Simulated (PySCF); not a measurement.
# CO+: from the state search to spectroscopic constants

One table from this session's results is given with a row withheld; the runs are named, their logs left out.

Program: PySCF 2.14.0. Level of theory: C cc-pVTZ, O cc-pVTZ, no relativity. These are calculated values, not measurements.

The first run:

The job is set up so:

```json
{
 "atoms": "C, O",
 "charge": "1",
 "basis": "C cc-pVTZ, O cc-pVTZ",
 "Hamiltonian": "no relativity",
 "basis functions": "60",
 "electrons treated": "13",
 "masses in u": "12.0000, 15.9949",
 "levels": "PBE0, PBE, r²SCAN, B97-3, B3LYP, MN15, ωB97X, HF, MP2, SCS-MP2, CCSD, CCSD(T)",
 "grid": "80 radial by 434 angular points",
 "occupations": "held fixed by the projection of orbital angular momentum",
 "dissociation limit": "C+ + O, each in its ground configuration",
 "starting distance in angstrom": "1.410",
 "values of 2S to try": "1, 3"
}
```

Run with:

```sh
$ OMP_NUM_THREADS=1 python dia.py task.json out
```

Steps of the session up to this table: The job; The PBE0 curve of the state that the search chose; Other states along the same grid; PBE; r²SCAN (meta-GGA); B97-3 (global hybrid GGA); B3LYP (global hybrid GGA); MN15; ωB97X; ROHF; MP2 and coupled cluster.

One table of the session follows, with a row left open; its other results are not shown here.

| level | Re (Å) | ωe (cm⁻¹) | De (eV) |
| --- | --- | --- | --- |
| ROHF | 1.079 | 2615 | 5.41 |
| ROHF-MP2 | 1.129 | 2098 | 8.91 |
| ROHF-SCS-MP2 | 1.125 | 2142 | 8.50 |
| ROHF-CCSD | 1.113 | 2300 | 7.83 |
| ROHF-CCSD(T) | 1.123 | 2191 | 8.20 |
| PBE | 1.123 | 2200 | 9.37 |
| r²SCAN | ? | ? | ? |
| B3LYP | 1.110 | 2291 | 8.45 |
| PBE0 | 1.107 | 2331 | 8.62 |
| B97-3 | 1.107 | 2333 | 8.52 |
| MN15 | 1.108 | 2351 | 8.48 |
| ωB97X | 1.108 | 2337 | 8.40 |

**Question.** Estimate the row for r²SCAN.

As computed: Re (Å): 1.113; ωe (cm⁻¹): 2275; De (eV): 8.94.

De is counted to C+ + O in their ground configurations.
